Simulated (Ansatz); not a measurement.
Task: the energy of protonation at one site of CS, with Ansatz 0.2.0 through its Python package. Give the script and its output. Use (for the species named): Hartree-Fock, def2-SVP basis, multiplicity 1.

```yaml
atoms:
  - { symbol: C, position_ang: [0.0000, 0.0000, 0.0000] }
  - { symbol: S, position_ang: [0.0000, 0.0000, 1.6950] }
```

The script, `pa_cs.py`:
```python
# -*- coding: utf-8 -*-
"""Proton affinity of CS at one site."""

import logging
import sys

import ansatz as az
import numpy as np

logging.basicConfig(stream=sys.stdout, format="[%(levelname)s] %(message)s")
logger = logging.getLogger("cs")
logger.setLevel(logging.INFO)

BASIS_SET = "def2-SVP"
FUNCTIONAL = "hf"
CHARGE = 1
FORCE_TOL = 0.01


def main():
    molecule = (
        az.Crystal.molecule()
        .atom("C", (0.0, 0.0, 0.0))
        .atom("S", (0.0, 0.0, 1.695))
    )

    setup = molecule.calculation().basis(gaussian=BASIS_SET).functional(FUNCTIONAL)
    symbols = [site.symbol for site in molecule.cartesian_sites]
    start = np.array([site.position_ang for site in molecule.cartesian_sites], dtype=float)
    r = setup.relax(force_tolerance=0.01).run(threads=1).report
    end = np.array(r["positions_ang"])

    # put the proton on the side away from the neighbours, slightly off axis
    away = sum((end[1] - end[j]) / np.linalg.norm(end[1] - end[j]) for j in [0]) + np.array([0.15, 0.1, -0.2])
    proton = end[1] + 1.4 * away / np.linalg.norm(away)
    acid = az.Crystal.molecule()
    for symbol, place in zip(symbols, end):
        acid = acid.atom(symbol, place.tolist())
    acid = acid.atom("H", proton.tolist())
    protonated = (
        acid.calculation()
        .basis(gaussian=BASIS_SET)
        .functional(FUNCTIONAL)
        .charge(CHARGE)
        .relax(force_tolerance=FORCE_TOL, max_steps=80)
    )
    after = protonated.run(threads=1).report
    xyz = np.array(after["positions_ang"])
    reach = np.linalg.norm(xyz[:-1] - xyz[-1], axis=1)
    logger.info(f"base {r['free_energy_ev']:.5f} eV, protonated {after['free_energy_ev']:.5f} eV")
    logger.info(f"the proton ends {reach.min():.3f} A from {symbols[reach.argmin()]}{reach.argmin()}")
    logger.info(f"electronic proton affinity {23.060548 * (r['free_energy_ev'] - after['free_energy_ev']):.1f} kcal/mol")


if __name__ == "__main__":
    main()
```

Running `python pa_cs.py` prints:
```text
[INFO] base -11841.42892 eV, protonated -11846.63337 eV
[INFO] the proton ends 1.369 A from S1
[INFO] electronic proton affinity 120.0 kcal/mol
```

Reading the output:
- Total energies depend on the basis set; only differences at equal settings carry meaning.
- The proton is put on one chosen atom, which needn't be the most basic site, so the molecule's proton affinity can be higher; the ends are stationary points, not checked by frequencies, and zero-point and thermal terms count only where printed.
- Hartree-Fock leaves correlation out, so bond, atomisation and ionisation energies come out well too low.
- The spin state was assumed, and another may lie lower.
- Timing: 4 s on 1 thread of Arm Neoverse V1, on a shared host, peak memory 0.16 GiB.
